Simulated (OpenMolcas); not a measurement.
How basis sets differ on C2H2F2 (1,2-difluoroethene)

C2H2F2: 6 atoms, total charge 0, spin state singlet. SMILES: `F/C=C\F`. The coordinates come from a GFN2-xTB relaxation.

Quantity: the HOMO–LUMO gap, in eV. The values are calculated.

| level | kind | program | value (eV) |
| --- | --- | --- | --- |
| HF/ANO-L-MB | Hartree–Fock | OpenMolcas | 15.16 |
| HF/STO-3G | Hartree–Fock | OpenMolcas | 16.36 |
| HF/3-21G | Hartree–Fock | OpenMolcas | 15.36 |
| HF/def2-SVP | Hartree–Fock | OpenMolcas | 15.30 |

The values span 15.16 to 16.36 eV. A Hartree–Fock LUMO above zero doesn't converge with the basis: it sinks as sets grow more diffuse. Orbital gaps aren't excitation energies.
